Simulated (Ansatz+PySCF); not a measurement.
A calculation with Ansatz (development build ahead of 0.2.0).

```yaml
crystal:
  periodic: [false, false, false]
  atoms:
    - { symbol: C, position_ang: [0.00688, 0.51186, -0.14492] }
    - { symbol: O, position_ang: [-1.14672, -0.2211, -0.07813] }
    - { symbol: O, position_ang: [1.17472, -0.16554, 0.08128] }
    - { symbol: H, position_ang: [0.02457, 1.50148, 0.30722] }
    - { symbol: H, position_ang: [1.07672, -1.04467, -0.30624] }
    - { symbol: H, position_ang: [-1.36657, -0.4348, 0.84329] }
basis:
  gaussian: { orbitals: cc-pVTZ }
magnetization:
  spin_polarized: true
  initial_magnetization: 1
hamiltonian:
  xc: hf
correlation:
  method: mp2
  frozen_orbitals: { C: 1, H: 0, O: 1 }
output:
  forces: true
```

The input is written out in the form of the current development build from the run's settings.

Results

| Item | Value |
| --- | --- |
| Converged | yes |
| Reference energy | -189.35839 hartree |
| Correlation energy | -0.62496 hartree |
| Total energy | -189.98334 hartree |
| Spin squared of the determinant | 0.759 |
| Stability test | minimum |

Forces (eV/Å):
```csv
atom,Fx,Fy,Fz
C1,0.124,0.068,0.034
O2,-0.111,-0.070,0.159
O3,-0.069,0.012,0.025
H4,-0.022,-0.220,-0.044
H5,-0.057,0.108,0.010
H6,0.134,0.101,-0.184
```
